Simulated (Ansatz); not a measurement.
# ClFH2Si: the cost of one run

All numbers are computed with Ansatz 0.2.0, driven from Python. The levels of theory stand in the script.

## 1. Starting point

Bond lengths: F1–Si2 1.590 Å, Si2–Cl3 2.073 Å, Si2–H4 1.470 Å, Si2–H5 1.490 Å. Angles: F1–Si2–Cl3 111.6°, F1–Si2–H4 110.1°, F1–Si2–H5 109.5°, Cl3–Si2–H4 109.5°, Cl3–Si2–H5 108.4°, H4–Si2–H5 107.7°.

Input file clfh2si.xyz:

```xyz
5

F    -0.46930    0.11860    1.54190
Si    0.06520   -0.07660    0.05740
Cl   -1.07960    0.97790   -1.31200
H     0.06310   -1.50370   -0.29650
H     1.47050    0.41010   -0.03210
```

## 2. Script

clfh2si_methods.py reads:

```python
# -*- coding: utf-8 -*-
"""ClFH2Si at several levels of theory."""

from pathlib import Path
import argparse

import ansatz as az
import numpy as np

parser = argparse.ArgumentParser(description="ClFH2Si at several levels of theory.")
parser.add_argument("--basis", required=True, help="basis")
args = parser.parse_args()

system = az.Crystal.molecule_from_extxyz("clfh2si.xyz")

calculation = system.calculation().basis(gaussian=args.basis)

print("functional    E (Ha)        dipole (D)   HOMO (eV)  LUMO (eV)")
for name in ["b3lyp", "pbe0", "hse06", "pbe", "cam_b3lyp"]:
    report = calculation.functional(name).forces().orbitals().run(runs_dir="runs").report
    lines = Path(report["orbitals_path"]).read_text().splitlines()
    field_of = lambda key: [line.split("=")[1].strip() for line in lines if line.startswith(key)]
    orbitals = [(27.211386 * float(e), s, float(n)) for e, s, n in zip(field_of("Ene="), field_of("Spin="), field_of("Occup="))]
    homo = max(e for e, _, n in orbitals if n > 0.5)
    lumo = min(e for e, _, n in orbitals if n < 0.5)
    dipole = 4.803205 * np.linalg.norm(report["charge_distribution"]["dipole_moment_e_ang"])
    print(f"{name:10s} {report['free_energy_ev'] / 27.211386246:14.6f} {dipole:9.3f} {homo:11.3f} {lumo:10.3f}")
```

## 3. What the engine is handed

The package turns the script's settings into the engine's input (first run):

```yaml
crystal:
  periodic: [false, false, false]
  atoms:
    - { symbol: F, position_ang: [-0.4693, 0.1186, 1.5419] }
    - { symbol: Si, position_ang: [0.0652, -0.0766, 0.0574] }
    - { symbol: Cl, position_ang: [-1.0796, 0.9779, -1.312] }
    - { symbol: H, position_ang: [0.0631, -1.5037, -0.2965] }
    - { symbol: H, position_ang: [1.4705, 0.4101, -0.0321] }
basis:
  gaussian:
    orbitals: def2-SVP
hamiltonian:
  xc: b3lyp
output:
  orbitals: {}
  forces: true
```

## 4. Running it

Command:

```
$ python clfh2si_methods.py --basis def2-SVP
```

What time and memory should one allow on 1 thread of Arm Neoverse V2, shared host?

About 7.7 s, with a peak of 0.19 GiB.
